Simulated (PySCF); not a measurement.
**C4H8FN: electronic excitations at several levels of theory**

How much do the electronic excitations of C4H8FN (`C[C@@H]1NC[C@H]1F`) depend on the level of theory, and what does each level cost?

Computed with PySCF 2.14.0, with density-fitted response routines of our own, on a single molecule in the gas phase. Atoms are numbered from 0 throughout.

### Step 1. The molecule as given

14 atoms, charge 0, multiplicity 1; geometry from: GFN2-xTB.

Bonds of the start (Å): C0–C1 1.52, C1–N2 1.48, N2–C3 1.47, C3–C4 1.53, C4–F5 1.37, C4–C1 1.54, C0–H6 1.09, C0–H7 1.09, C0–H8 1.09, C1–H9 1.09, N2–H10 1.01, C3–H11 1.09, C3–H12 1.09, C4–H13 1.09.

### Step 2. Geometry optimisation at PBE0-D3(BJ)/def2-SVP

The job: settings as JSON, then the geometry in Å.

```
{"job": {"xc": "PBE0", "basis": "def2-SVP", "d3": "d3bj", "grid": 1, "kind": "geom"}, "charge": 0, "multiplicity": 1}
C     -1.685724    -0.334609     0.085139
C     -0.436672     0.420589    -0.330378
N      0.526810    -0.306142    -1.180994
C      1.584350    -0.195551    -0.164814
C      0.640273     0.584244     0.755446
F      1.017468     1.876965     1.007759
H     -2.306539    -0.532291    -0.785637
H     -1.423633    -1.283676     0.550905
H     -2.259753     0.256215     0.794913
H     -0.702624     1.374782    -0.796899
H      0.249590    -1.255149    -1.400912
H      2.422920     0.399551    -0.531216
H      1.956755    -1.134795     0.249580
H      0.416103     0.129394     1.724940
```

The log of the run:

```text
step   0  E = -311.22535773  max force = 0.011538
step   1  E = -311.22660302  max force = 0.002321
step   2  E = -311.22662934  max force = 0.000835
step   3  E = -311.22663592  max force = 0.000271
optimisation converged
```

It took 21 s on 1 thread, shared host.

The steps of the relaxation:

| step | energy from step 0 (eV) | largest force component (eV/Å) |
| --- | --- | --- |
| 0 | 0.0000 | 0.5933 |
| 1 | -0.0339 | 0.1194 |
| 2 | -0.0346 | 0.0429 |
| 3 | -0.0348 | 0.0139 |

Distances of close pairs at the start and the end, largest changes first:

| bond | before (Å) | after (Å) | change (Å) |
| --- | --- | --- | --- |
| C0–H6 | 1.088 | 1.101 | +0.014 |
| C0–H8 | 1.087 | 1.101 | +0.014 |
| C0–H7 | 1.089 | 1.103 | +0.013 |
| C3–H11 | 1.092 | 1.104 | +0.012 |
| C3–H12 | 1.092 | 1.103 | +0.011 |
| C1–H9 | 1.095 | 1.105 | +0.010 |
| C4–H13 | 1.094 | 1.103 | +0.009 |
| C0–C1 | 1.518 | 1.512 | -0.005 |

The end geometry stands in the next job.

| at the end point | value |
| --- | --- |
| point group (found at 0.08 Å tolerance) | C1 |
| rotational constants (GHz, main isotopes) | 5.268, 3.236, 2.336 |
| dipole moment (D) | 2.53 |

### Step 3. Ultraviolet spectrum: CAM-B3LYP/def2-SVPD

The job: settings as JSON, then the geometry in Å.

```
{"job": {"kind": "uv", "xc": "CAM-B3LYP", "basis": "def2-SVPD", "ip": true}, "charge": 0, "multiplicity": 1}
C     -1.514102    -0.329659     0.235404
C     -0.283434     0.428001    -0.209701
N      0.648778    -0.296591    -1.091955
C      1.734998    -0.207688    -0.109317
C      0.836552     0.601482     0.831120
F      1.234754     1.890987     1.043588
H     -2.164612    -0.559133    -0.623073
H     -1.240736    -1.282583     0.718013
H     -2.103574     0.261793     0.953009
H     -0.572829     1.406519    -0.634774
H      0.356214    -1.241098    -1.323452
H      2.607632     0.368495    -0.462145
H      2.097274    -1.164761     0.303554
H      0.631247     0.139738     1.811740
```

With the program's defaults for keys left out, this is: TDDFT CAM-B3LYP/def2-SVPD, vertical, gas phase, core orbitals frozen in the response.

The log of the run:

```text
coarse grid: 11456 points
cycle   1  E = -311.3415140093  dE =  8.017e-01  |g| = 5.150e-01  |ddm| = 5.963e+00
cycle   2  E = -311.3350428897  dE =  6.471e-03  |g| = 6.065e-01  |ddm| = 2.804e+00
cycle   3  E = -311.3954423094  dE = -6.040e-02  |g| = 5.353e-02  |ddm| = 1.207e+00
cycle   4  E = -311.3958927062  dE = -4.504e-04  |g| = 2.240e-02  |ddm| = 9.337e-02
cycle   5  E = -311.3959981146  dE = -1.054e-04  |g| = 6.632e-03  |ddm| = 9.413e-02
cycle   6  E = -311.3960076305  dE = -9.516e-06  |g| = 1.769e-03  |ddm| = 1.440e-02
final grid: 110408 points
cycle   7  E = -311.4473787884  dE = -3.015e-05  |g| = 5.022e-03  |ddm| = 9.442e-02
cycle   8  E = -311.4473767426  dE =  2.046e-06  |g| = 6.265e-03  |ddm| = 2.160e-02
cycle   9  E = -311.4473838371  dE = -7.095e-06  |g| = 3.244e-04  |ddm| = 1.128e-02
cycle  10  E = -311.4473838553  dE = -1.816e-08  |g| = 1.773e-04  |ddm| = 9.983e-04
cycle  11  E = -311.4473838624  dE = -7.055e-09  |g| = 2.532e-05  |ddm| = 3.572e-04
cycle  12  E = -311.4473838625  dE = -1.575e-10  |g| = 1.243e-05  |ddm| = 1.222e-04
converged SCF energy = -311.4473838625

Static polarisability (au): isotropic 55.646, principal 50.421 55.067 61.450

Singlet excitations
state   eV       nm        f      main configurations
  1   6.1550    201.4   0.01010   H->L 0.76, H->L+2 0.16
  2   6.8651    180.6   0.00394   H->L+1 0.76, H->L+2 0.10
  3   7.1473    173.5   0.00766   H->L+2 0.63, H->L+1 0.13, H->L 0.13
  4   7.3987    167.6   0.02425   H->L+3 0.71, H->L+4 0.15
  5   7.8598    157.7   0.00455   H->L+4 0.63, H->L+3 0.19
  6   8.2843    149.7   0.00502   H->L+5 0.75, H->L+4 0.10
  7   8.4481    146.8   0.03505   H->L+6 0.37, H->L+7 0.20, H-1->L 0.17
  8   8.4853    146.1   0.00155   H-1->L 0.69, H->L+6 0.09
  9   8.7616    141.5   0.00260   H-1->L+1 0.49, H-1->L+2 0.29
 10   8.7857    141.1   0.06590   H->L+7 0.49, H->L+6 0.24, H->L+8 0.14

Triplet excitations (Tamm-Dancoff, eV): 5.9049 6.6486 7.0005 7.1257
Vertical ionisation energy (delta-SCF) = 8.9226 eV
```

Wall time 52 s (1 thread, shared host).

The orbitals next to the gap, with their largest atomic shares:

| orbital | eV | atoms |
| --- | --- | --- |
| HOMO−3 | -11.73 | C0 19 %, N2 15 %, C1 14 % |
| HOMO−2 | -11.10 | F5 32 %, C4 16 %, N2 14 % |
| HOMO−1 | -10.18 | C4 22 %, C1 18 %, F5 18 % |
| HOMO | -8.04 | N2 58 %, C3 10 %, C1 9 % |
| LUMO | 1.26 | C0 23 %, H7 12 %, H10 10 % |
| LUMO+1 | 1.80 | H12 13 %, C3 12 %, C0 10 % |
| LUMO+2 | 2.03 | H13 13 %, F5 12 %, C4 11 % |

With each of the 10 states as a Gaussian band of 0.4 eV half-width at 1/e, the curve within the window shown has maxima at 200 nm (ε 420), 168 nm (ε 1,300), 142 nm (ε 3,700) L/(mol cm). Beyond the last state computed it falls off for lack of states. The curve at chosen wavelengths:

(nm, ε (L/mol/cm)): (136, 1697), (139, 3048), (143, 3713), (146, 3130), (150, 1849), (153, 1101), (157, 708), (160, 794), (164, 1108), (167, 1267), (170, 1250), (174, 1001), (177, 756), (181, 481), (184, 351), (188, 285), (191, 300), (194, 346), (198, 405), (201, 416), (205, 376), (208, 313), (212, 216), (215, 150), (219, 83), (222, 49)

Further results of this job:

| property | computed |
| --- | --- |
| dipole moment (D) | 2.68 |
| polarisability (Å³) | 8.25 |
| HOMO–LUMO gap (eV) | 9.30 |
| −ε(HOMO) (eV) | 8.04 |

### Step 4. Ultraviolet spectrum: wB97X-D/def2-SVPD

Same as in step 3 but for these lines:

```diff
@@ -1,2 +1,2 @@
-{"job": {"kind": "uv", "xc": "CAM-B3LYP", "basis": "def2-SVPD", "ip": true}, "charge": 0, "multiplicity": 1}
+{"job": {"kind": "uv", "xc": "wB97X-D", "basis": "def2-SVPD", "ip": true}, "charge": 0, "multiplicity": 1}
 C     -1.514102    -0.329659     0.235404
```

Level: TDDFT wB97X-D/def2-SVPD, vertical, gas phase, core orbitals frozen in the response.

The log of the run:

```text
coarse grid: 11456 points
cycle   1  E = -311.3905128269  dE =  8.435e-01  |g| = 5.157e-01  |ddm| = 5.620e+00
cycle   2  E = -311.3950491191  dE = -4.536e-03  |g| = 5.554e-01  |ddm| = 2.275e+00
cycle   3  E = -311.4451022888  dE = -5.005e-02  |g| = 4.767e-02  |ddm| = 9.580e-01
cycle   4  E = -311.4455144312  dE = -4.121e-04  |g| = 1.867e-02  |ddm| = 1.059e-01
cycle   5  E = -311.4455916347  dE = -7.720e-05  |g| = 6.624e-03  |ddm| = 1.158e-01
cycle   6  E = -311.4456018589  dE = -1.022e-05  |g| = 1.473e-03  |ddm| = 2.410e-02
cycle   7  E = -311.4456025765  dE = -7.176e-07  |g| = 5.395e-04  |ddm| = 1.931e-02
final grid: 110408 points
cycle   8  E = -311.4909136897  dE = -1.307e-04  |g| = 7.387e-03  |ddm| = 1.811e-01
cycle   9  E = -311.4909151425  dE = -1.453e-06  |g| = 8.039e-03  |ddm| = 2.577e-02
cycle  10  E = -311.4909259376  dE = -1.080e-05  |g| = 5.949e-04  |ddm| = 1.405e-02
cycle  11  E = -311.4909260542  dE = -1.166e-07  |g| = 3.678e-04  |ddm| = 5.969e-03
cycle  12  E = -311.4909260899  dE = -3.573e-08  |g| = 6.389e-05  |ddm| = 1.529e-03
cycle  13  E = -311.4909260918  dE = -1.897e-09  |g| = 2.754e-05  |ddm| = 7.697e-04
cycle  14  E = -311.4909260922  dE = -3.535e-10  |g| = 1.101e-05  |ddm| = 2.546e-04
converged SCF energy = -311.4909260922

Static polarisability (au): isotropic 55.559, principal 50.391 54.925 61.361

Singlet excitations
state   eV       nm        f      main configurations
  1   6.4147    193.3   0.01108   H->L 0.73, H->L+2 0.17
  2   7.0954    174.7   0.00501   H->L+1 0.70, H->L+2 0.11
  3   7.4384    166.7   0.00707   H->L+2 0.57, H->L+1 0.16, H->L 0.11
  4   7.6748    161.5   0.02339   H->L+3 0.65, H->L+4 0.18
  5   8.1491    152.1   0.00720   H->L+4 0.57, H->L+3 0.23, H->L+5 0.08
  6   8.5815    144.5   0.00332   H->L+5 0.66, H->L+4 0.11
  7   8.7053    142.4   0.04291   H->L+6 0.41, H->L+7 0.15, H-1->L 0.11
  8   8.7594    141.5   0.00076   H-1->L 0.73
  9   8.9749    138.1   0.00197   H-1->L+1 0.49, H-1->L+2 0.28
 10   9.1096    136.1   0.07891   H->L+7 0.59, H->L+8 0.14, H->L+6 0.10

Triplet excitations (Tamm-Dancoff, eV): 6.2332 6.9108 7.3228 7.4297
Vertical ionisation energy (delta-SCF) = 8.8575 eV
```

It took 52 s on 1 thread, shared host.

In short: HOMO -8.50 eV, LUMO 2.30 eV; lowest singlet 6.41 eV.

### Step 5. TDDFT and polarisability: LC-wPBE/def2-SVPD

Same as in step 4 but for these lines:

```diff
@@ -1,2 +1,2 @@
-{"job": {"kind": "uv", "xc": "wB97X-D", "basis": "def2-SVPD", "ip": true}, "charge": 0, "multiplicity": 1}
+{"job": {"kind": "uv", "xc": "LC-wPBE", "basis": "def2-SVPD", "ip": true}, "charge": 0, "multiplicity": 1}
 C     -1.514102    -0.329659     0.235404
```

With the program's defaults for keys left out, this is: TDDFT LC-wPBE/def2-SVPD, vertical, gas phase, core orbitals frozen in the response.

The log of the run:

```text
coarse grid: 11456 points
cycle   1  E = -311.2958560514  dE =  9.689e-01  |g| = 5.463e-01  |ddm| = 5.705e+00
cycle   2  E = -311.3125915630  dE = -1.674e-02  |g| = 5.446e-01  |ddm| = 2.422e+00
cycle   3  E = -311.3601698671  dE = -4.758e-02  |g| = 5.416e-02  |ddm| = 9.657e-01
cycle   4  E = -311.3607701227  dE = -6.003e-04  |g| = 2.043e-02  |ddm| = 1.246e-01
cycle   5  E = -311.3608702292  dE = -1.001e-04  |g| = 7.341e-03  |ddm| = 1.333e-01
cycle   6  E = -311.3608834081  dE = -1.318e-05  |g| = 1.503e-03  |ddm| = 2.083e-02
cycle   7  E = -311.3608842127  dE = -8.046e-07  |g| = 6.431e-04  |ddm| = 1.923e-02
final grid: 110408 points
cycle   8  E = -311.4135168923  dE = -2.802e-05  |g| = 9.673e-03  |ddm| = 8.193e-02
cycle   9  E = -311.4135164083  dE =  4.841e-07  |g| = 1.070e-02  |ddm| = 2.184e-02
cycle  10  E = -311.4135332869  dE = -1.688e-05  |g| = 4.019e-04  |ddm| = 8.556e-03
cycle  11  E = -311.4135333663  dE = -7.944e-08  |g| = 1.780e-04  |ddm| = 1.274e-03
cycle  12  E = -311.4135333352  dE =  3.112e-08  |g| = 3.204e-05  |ddm| = 5.986e-04
cycle  13  E = -311.4135333356  dE = -4.367e-10  |g| = 1.413e-05  |ddm| = 1.363e-04
converged SCF energy = -311.4135333356

Static polarisability (au): isotropic 54.204, principal 49.202 53.718 59.692

Singlet excitations
state   eV       nm        f      main configurations
  1   6.8002    182.3   0.00970   H->L 0.57, H->L+2 0.23, H->L+4 0.14
  2   7.5241    164.8   0.00537   H->L+1 0.52, H->L+2 0.13, H->L+3 0.10
  3   7.9252    156.4   0.00633   H->L+2 0.37, H->L+1 0.24, H->L 0.10
  4   8.1171    152.7   0.02168   H->L+3 0.48, H->L+4 0.16, H->L+5 0.13
  5   8.7116    142.3   0.00775   H->L+4 0.33, H->L+3 0.30, H->L+5 0.15
  6   9.1121    136.1   0.01551   H->L+5 0.33, H->L+4 0.13, H-1->L 0.08
  7   9.1383    135.7   0.01633   H->L+6 0.18, H-1->L 0.12, H->L+9 0.12
  8   9.2006    134.8   0.01578   H-1->L+1 0.17, H-1->L 0.16, H->L+7 0.12
  9   9.3535    132.6   0.00511   H-1->L 0.47, H-1->L+2 0.18, H-1->L+5 0.10
 10   9.5894    129.3   0.08431   H->L+8 0.27, H->L+6 0.19, H->L+7 0.18

Triplet excitations (Tamm-Dancoff, eV): 6.4735 7.2013 7.7058 7.7341
Vertical ionisation energy (delta-SCF) = 8.9947 eV
```

Run time: 69 s. Hardware: 1 thread, shared host.

In short: HOMO -9.37 eV, LUMO 2.38 eV; lowest singlet 6.80 eV.

### Step 6. Excited states and response: PBE0/6-31G*

Same as in step 5 but for these lines:

```diff
@@ -1,2 +1,2 @@
-{"job": {"kind": "uv", "xc": "LC-wPBE", "basis": "def2-SVPD", "ip": true}, "charge": 0, "multiplicity": 1}
+{"job": {"kind": "uv", "xc": "PBE0", "basis": "6-31G*"}, "charge": 0, "multiplicity": 1}
 C     -1.514102    -0.329659     0.235404
```

With the program's defaults for keys left out, this is: TDDFT PBE0/6-31G*, vertical, gas phase, core orbitals frozen in the response.

The log of the run:

```text
coarse grid: 11456 points
cycle   1  E = -311.4142673908  dE =  7.044e-01  |g| = 5.506e-01  |ddm| = 3.325e+00
cycle   2  E = -311.3881101381  dE =  2.616e-02  |g| = 6.998e-01  |ddm| = 1.087e+00
cycle   3  E = -311.4738208689  dE = -8.571e-02  |g| = 6.370e-02  |ddm| = 5.956e-01
cycle   4  E = -311.4745610492  dE = -7.402e-04  |g| = 2.480e-02  |ddm| = 7.464e-02
cycle   5  E = -311.4747058366  dE = -1.448e-04  |g| = 4.078e-03  |ddm| = 2.623e-02
cycle   6  E = -311.4747091421  dE = -3.306e-06  |g| = 1.587e-03  |ddm| = 5.224e-03
final grid: 110408 points
cycle   7  E = -311.4376774920  dE = -2.356e-05  |g| = 9.813e-03  |ddm| = 2.019e-02
cycle   8  E = -311.4376622043  dE =  1.529e-05  |g| = 1.336e-02  |ddm| = 2.212e-02
cycle   9  E = -311.4376997139  dE = -3.751e-05  |g| = 9.579e-04  |ddm| = 1.228e-02
cycle  10  E = -311.4376998926  dE = -1.787e-07  |g| = 1.795e-04  |ddm| = 8.958e-04
cycle  11  E = -311.4376998985  dE = -5.861e-09  |g| = 3.794e-05  |ddm| = 1.611e-04
cycle  12  E = -311.4376998988  dE = -2.835e-10  |g| = 1.695e-05  |ddm| = 4.824e-05
converged SCF energy = -311.4376998988

Static polarisability (au): isotropic 47.009, principal 41.769 46.226 53.033

Singlet excitations
state   eV       nm        f      main configurations
  1   7.0502    175.9   0.00620   H->L 0.96
  2   7.6299    162.5   0.00230   H->L+1 0.89
  3   8.2033    151.1   0.00677   H->L+2 0.89, H->L+1 0.08
  4   8.6737    142.9   0.02722   H->L+3 0.93
  5   9.1448    135.6   0.02267   H->L+4 0.86
  6   9.2762    133.7   0.00472   H-1->L 0.90
  7   9.4788    130.8   0.00552   H-1->L+1 0.85
  8   9.5438    129.9   0.04513   H->L+6 0.66, H->L+5 0.21
  9   9.7329    127.4   0.01129   H->L+5 0.73, H->L+6 0.22
 10   9.7820    126.7   0.03004   H->L+7 0.82

Triplet excitations (Tamm-Dancoff, eV): 6.5622 7.1132 7.7685 8.2857
```

Wall time 11 s (1 thread, shared host).

This run: HOMO -6.22 eV, LUMO 2.36 eV; lowest singlet 7.05 eV.

### Step 7. TDDFT and polarisability: PBE0/def2-SVP

Same as in step 6 but for these lines:

```diff
@@ -1,2 +1,2 @@
-{"job": {"kind": "uv", "xc": "PBE0", "basis": "6-31G*"}, "charge": 0, "multiplicity": 1}
+{"job": {"kind": "uv", "xc": "PBE0", "basis": "def2-SVP"}, "charge": 0, "multiplicity": 1}
 C     -1.514102    -0.329659     0.235404
```

With the program's defaults for keys left out, this is: TDDFT PBE0/def2-SVP, vertical, gas phase, core orbitals frozen in the response.

The log of the run:

```text
coarse grid: 11456 points
cycle   1  E = -311.1216116115  dE =  6.591e-01  |g| = 5.279e-01  |ddm| = 3.766e+00
cycle   2  E = -311.0950893154  dE =  2.652e-02  |g| = 6.789e-01  |ddm| = 1.341e+00
cycle   3  E = -311.1759174001  dE = -8.083e-02  |g| = 6.036e-02  |ddm| = 7.587e-01
cycle   4  E = -311.1765426371  dE = -6.252e-04  |g| = 2.533e-02  |ddm| = 7.832e-02
cycle   5  E = -311.1766950602  dE = -1.524e-04  |g| = 4.382e-03  |ddm| = 3.114e-02
cycle   6  E = -311.1766989824  dE = -3.922e-06  |g| = 1.584e-03  |ddm| = 6.875e-03
final grid: 110408 points
cycle   7  E = -311.2177962657  dE = -2.383e-05  |g| = 8.888e-03  |ddm| = 2.671e-02
cycle   8  E = -311.2177834959  dE =  1.277e-05  |g| = 1.202e-02  |ddm| = 2.251e-02
cycle   9  E = -311.2178147154  dE = -3.122e-05  |g| = 8.780e-04  |ddm| = 1.302e-02
cycle  10  E = -311.2178148622  dE = -1.468e-07  |g| = 1.721e-04  |ddm| = 1.038e-03
cycle  11  E = -311.2178148676  dE = -5.408e-09  |g| = 3.302e-05  |ddm| = 1.896e-04
cycle  12  E = -311.2178148678  dE = -2.055e-10  |g| = 1.502e-05  |ddm| = 4.655e-05
converged SCF energy = -311.2178148678

Static polarisability (au): isotropic 48.050, principal 42.876 46.932 54.343

Singlet excitations
state   eV       nm        f      main configurations
  1   6.4743    191.5   0.00740   H->L 0.96
  2   7.2709    170.5   0.00206   H->L+1 0.89, H->L+2 0.09
  3   7.6993    161.0   0.01203   H->L+2 0.80, H->L+1 0.10
  4   7.9810    155.3   0.03571   H->L+3 0.92
  5   8.4287    147.1   0.03337   H->L+4 0.94
  6   8.7385    141.9   0.03310   H->L+5 0.71, H->L+6 0.16
  7   8.7728    141.3   0.00402   H-1->L 0.97
  8   9.1145    136.0   0.00798   H->L+6 0.77, H->L+5 0.20
  9   9.2293    134.3   0.00225   H-1->L+1 0.79, H-1->L+2 0.10
 10   9.3687    132.3   0.00512   H->L+7 0.70, H->L+8 0.14

Triplet excitations (Tamm-Dancoff, eV): 6.1390 6.8607 7.3203 7.6875
```

Wall time 14 s (1 thread, shared host).

In short: HOMO -6.34 eV, LUMO 1.55 eV; lowest singlet 6.47 eV.

### Step 8. Ultraviolet spectrum: PBE0/def2-TZVP

Same as in step 7 but for these lines:

```diff
@@ -1,2 +1,2 @@
-{"job": {"kind": "uv", "xc": "PBE0", "basis": "def2-SVP"}, "charge": 0, "multiplicity": 1}
+{"job": {"kind": "uv", "xc": "PBE0", "basis": "def2-TZVP"}, "charge": 0, "multiplicity": 1}
 C     -1.514102    -0.329659     0.235404
```

With the program's defaults for keys left out, this is: TDDFT PBE0/def2-TZVP, vertical, gas phase, core orbitals frozen in the response.

The log of the run:

```text
coarse grid: 11456 points
cycle   1  E = -311.5214262667  dE =  6.892e-01  |g| = 5.390e-01  |ddm| = 2.757e+00
cycle   2  E = -311.4885616670  dE =  3.286e-02  |g| = 7.300e-01  |ddm| = 1.436e+00
cycle   3  E = -311.5761205450  dE = -8.756e-02  |g| = 6.868e-02  |ddm| = 8.727e-01
cycle   4  E = -311.5767999742  dE = -6.794e-04  |g| = 3.244e-02  |ddm| = 7.528e-02
cycle   5  E = -311.5770249168  dE = -2.249e-04  |g| = 5.599e-03  |ddm| = 3.271e-02
cycle   6  E = -311.5770309404  dE = -6.024e-06  |g| = 2.039e-03  |ddm| = 8.210e-03
final grid: 110408 points
cycle   7  E = -311.5689616025  dE = -6.948e-05  |g| = 9.316e-03  |ddm| = 6.597e-02
cycle   8  E = -311.5689460710  dE =  1.553e-05  |g| = 1.281e-02  |ddm| = 2.504e-02
cycle   9  E = -311.5689809711  dE = -3.490e-05  |g| = 1.184e-03  |ddm| = 1.463e-02
cycle  10  E = -311.5689811815  dE = -2.103e-07  |g| = 3.516e-04  |ddm| = 1.464e-03
cycle  11  E = -311.5689812028  dE = -2.131e-08  |g| = 5.193e-05  |ddm| = 3.457e-04
cycle  12  E = -311.5689812032  dE = -4.618e-10  |g| = 2.273e-05  |ddm| = 6.143e-05
converged SCF energy = -311.5689812032

Static polarisability (au): isotropic 54.496, principal 48.965 53.404 61.119

Singlet excitations
state   eV       nm        f      main configurations
  1   6.1406    201.9   0.01028   H->L 0.95
  2   6.8646    180.6   0.00194   H->L+1 0.87, H->L+2 0.11
  3   7.1751    172.8   0.01100   H->L+2 0.83, H->L+1 0.11
  4   7.5020    165.3   0.02245   H->L+3 0.98
  5   7.9453    156.0   0.02652   H->L+4 0.98
  6   8.3241    148.9   0.01004   H->L+5 0.85
  7   8.3300    148.8   0.00333   H-1->L 0.96
  8   8.5364    145.2   0.04098   H->L+6 0.60, H->L+7 0.22, H->L+5 0.08
  9   8.7136    142.3   0.00368   H->L+7 0.47, H->L+6 0.28, H-1->L+1 0.17
 10   8.7703    141.4   0.00110   H-1->L+1 0.64, H->L+7 0.17, H-1->L+2 0.11

Triplet excitations (Tamm-Dancoff, eV): 5.8639 6.5396 6.9026 7.2063
```

It took 34 s on 1 thread, shared host.

Key values: HOMO -6.53 eV, LUMO 0.98 eV; lowest singlet 6.14 eV.

### Step 9. Run by run: electronic excitations

Excitations and ground-state properties, with basis size and wall time:

| run | lowest singlet (eV) | brightest (eV) | f | gap (eV) | α (Å³) | μ (D) | functions | time |
| --- | --- | --- | --- | --- | --- | --- | --- | --- |
| CAM-B3LYP/def2-SVPD | 6.16 | 8.79 | 0.066 | 9.30 | 8.25 | 2.68 | 187 | 52 s |
| wB97X-D/def2-SVPD | 6.41 | 9.11 | 0.079 | 10.80 | 8.23 | 2.65 | 187 | 52 s |
| LC-wPBE/def2-SVPD | 6.80 | 9.59 | 0.084 | 11.75 | 8.03 | 2.69 | 187 | 69 s |
| PBE0/6-31G* | 7.05 | 9.54 | 0.045 | 8.59 | 6.97 | 2.47 | 100 | 11 s |
| PBE0/def2-SVP | 6.47 | 7.98 | 0.036 | 7.89 | 7.12 | 2.53 | 124 | 14 s |
| PBE0/def2-TZVP | 6.14 | 8.54 | 0.041 | 7.51 | 8.08 | 2.51 | 234 | 34 s |

### Step 10. What came out

```
                                quantity                         value
                             point group                            C1
    rotational constants (main isotopes)          5.27, 3.24, 2.34 GHz
    lowest singlet (CAM-B3LYP/def2-SVPD)   6.16 eV (201 nm), f = 0.010
brightest single state of those computed  state 10, 8.79 eV, f = 0.066
                          lowest triplet                       5.90 eV
       vertical ionisation energy (ΔSCF)                       8.92 eV
             range of the lowest singlet               6.14 to 7.05 eV
```

**Reading.** Single values in the summary come from the first run of each kind that ended normally (CAM-B3LYP/def2-SVPD), which need not be the best level. Relaxing lowered the energy by 0.035 eV in 3 steps; the close pair that moved most is C0–H6, from 1.088 to 1.101 Å. The lowest singlet, at 6.16 eV, is HOMO→LUMO 0.76, HOMO→LUMO+2 0.16 and is weak; of the 10 states computed, the strongest absorption comes from state 10 at 8.79 eV (the last computed, so partners may be missing). The lowest triplet lies 0.25 eV below the lowest singlet (triplets in Tamm-Dancoff, singlets in full TDDFT). At CAM-B3LYP/def2-SVPD, the highest states lie near or above the ionisation energy, where they hang on the basis. ΔSCF puts the ionisation energy at 8.92 eV, 0.89 eV above −ε(HOMO). The lowest singlet runs from 6.14 eV (PBE0/def2-TZVP) to 7.05 eV (PBE0/6-31G*), while the orbital gap spans 7.51 to 11.75 eV. The lowest state need not be the same one in every run. The runs solved for a few states only, so the brightest column depends on that window.
